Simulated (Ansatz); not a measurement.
## Molecular dynamics of BFH5N

The input (input.yaml):

```yaml
crystal:
  periodic: [false, false, false]
  atoms:
    - { symbol: B, position_ang: [-0.007396, 0.082064, 0.249025] }
    - { symbol: "N", position_ang: [-0.014169, 0.073936, 1.754891] }
    - { symbol: H, position_ang: [-0.797661, -0.372857, 2.221609] }
    - { symbol: H, position_ang: [0.854843, -0.153177, 2.228787] }
    - { symbol: H, position_ang: [1.071016, -0.01896, -0.278979] }
    - { symbol: H, position_ang: [-1.015367, -0.2969, -0.290919] }
    - { symbol: F, position_ang: [-0.244385, 1.86706, 0.377168] }
    - { symbol: H, position_ang: [-0.192383, 1.417235, 1.342118] }
basis:
  gaussian: { orbitals: cc-pVDZ }
hamiltonian:
  xc: pbe0
  dispersion: d4
md:
  timestep: 0.5
  n_steps: 200
  ensemble: nve
  temperature: 300.0
  initial_velocities: maxwell_boltzmann
  seed: 11247
```

Launched with:

```bash
$ ansatz run input.yaml --threads 1 --pin off --max-ram 2048MiB --backend cpu --events-out ev --progress --plain --runs-dir out
```

It starts at the highest image of a converged band, a first-order saddle point between two minima.

Output, in part (step lines, the closing report, with atoms numbered from 0):

```
md step     0: t =     0.00 fs  T =   300.0 K  F+E_penalty+E_count = -4959.96076228 eV  E_kin = 0.232668 eV  conserved = -4959.72809428 eV  (22 SCF iters)
[... lines left out ...]
Total energy: -4960.61335345 eV, -182.2991783149 hartree
Atom 0 at    -0.179506     0.407758     0.236832 Å, force    -0.916912    -0.501176     0.179479 eV/Å
Atom 1 at    -0.005977    -0.008106     1.874583 Å, force    -0.526314     2.662774     3.181110 eV/Å
Atom 2 at     0.226745    -0.969384     2.199127 Å, force    -0.328432     0.712756    -0.401916 eV/Å
Atom 3 at     0.770558     0.633389     2.238705 Å, force    -0.594187    -1.312177    -0.959217 eV/Å
Atom 4 at     0.847700     0.023186    -0.178180 Å, force     0.870406    -1.206673    -0.654791 eV/Å
Atom 5 at    -1.295025     0.079939    -0.136301 Å, force     0.118182    -0.871092     0.093012 eV/Å
Atom 6 at    -0.145233     1.762294     0.218160 Å, force     0.089428     2.219787     0.561632 eV/Å
Atom 7 at    -0.766399     0.430035     2.563711 Å, force     1.287827    -1.704200    -1.999308 eV/Å
Dipole moment:     0.142741    -0.405659     1.139461 e Å
```

The steps, from the saved trajectory:

| time (fs) | T (K) | potential energy less start (eV) | conserved less start (meV/atom) |
| --- | --- | --- | --- |
| 0 | 300 | 0.000 | 0.00 |
| 3 | 168 | 0.104 | 0.22 |
| 6 | 137 | 0.128 | 0.13 |
| 9 | 176 | 0.096 | 0.05 |
| 12 | 237 | 0.050 | 0.25 |
| 15 | 596 | -0.229 | 0.03 |
| 18 | 833 | -0.412 | 0.21 |
| 21 | 1211 | -0.707 | -0.02 |
| 24 | 1323 | -0.793 | 0.05 |
| 27 | 1284 | -0.764 | -0.12 |
| 30 | 914 | -0.478 | -0.16 |
| 33 | 738 | -0.338 | 0.23 |
| 36 | 1223 | -0.718 | -0.34 |
| 39 | 1272 | -0.757 | -0.33 |
| 42 | 959 | -0.509 | 0.28 |
| 45 | 1197 | -0.698 | -0.31 |
| 48 | 1039 | -0.574 | -0.10 |
| 51 | 717 | -0.322 | 0.21 |
| 54 | 745 | -0.346 | -0.13 |
| 57 | 655 | -0.273 | 0.29 |
| 60 | 713 | -0.320 | 0.05 |
| 63 | 581 | -0.217 | 0.06 |
| 66 | 464 | -0.123 | 0.48 |
| 69 | 951 | -0.506 | -0.17 |
| 72 | 989 | -0.534 | 0.13 |
| 75 | 940 | -0.496 | 0.06 |
| 78 | 864 | -0.440 | -0.29 |
| 81 | 445 | -0.110 | 0.32 |
| 84 | 764 | -0.362 | -0.27 |
| 87 | 1018 | -0.559 | -0.24 |
| 90 | 1111 | -0.628 | 0.14 |
| 93 | 1206 | -0.705 | -0.26 |
| 96 | 1033 | -0.568 | 0.05 |
| 99 | 1124 | -0.638 | 0.13 |

All steps were run. The conserved energy stayed within 0.49 meV per atom of its start (net change 0.2 meV per atom), so the integration is sound. The kinetic energy rose, since the run started high on the potential surface and went downhill. A run of 0.1 ps of so small a system gives no equilibrium averages. The orbitals stay closed-shell, which can raise the energy where a bond breaks towards radicals; this wasn't checked here.

Between its relaxed ends the band would form B1–F7, N2–H8 and break F7–H8. These pairs go: B1–F7 1.81 → 1.36 Å, N2–H8 1.42 → 1.12 Å, F7–H8 1.07 → 2.77 Å. In the last frame they stand as after the step (other bonds may differ from the relaxed reactants and products). It ends as one piece, BFH5N. Pairs count as bonded within 1.25 times the sum of covalent radii (0.12 Å more for H–H).

Last frame:

```xyz
8
Properties=species:S:1:pos:R:3
B -0.179 0.408 0.237
N -0.006 -0.008 1.875
H 0.227 -0.969 2.199
H 0.771 0.633 2.239
H 0.848 0.023 -0.178
H -1.295 0.080 -0.136
F -0.145 1.762 0.218
H -0.766 0.430 2.564
```

The run took 2.2 min on 1 thread of AMD EPYC 9R45 96-Core Processor (Zen 5), on a shared host, peak memory 0.14 GiB.
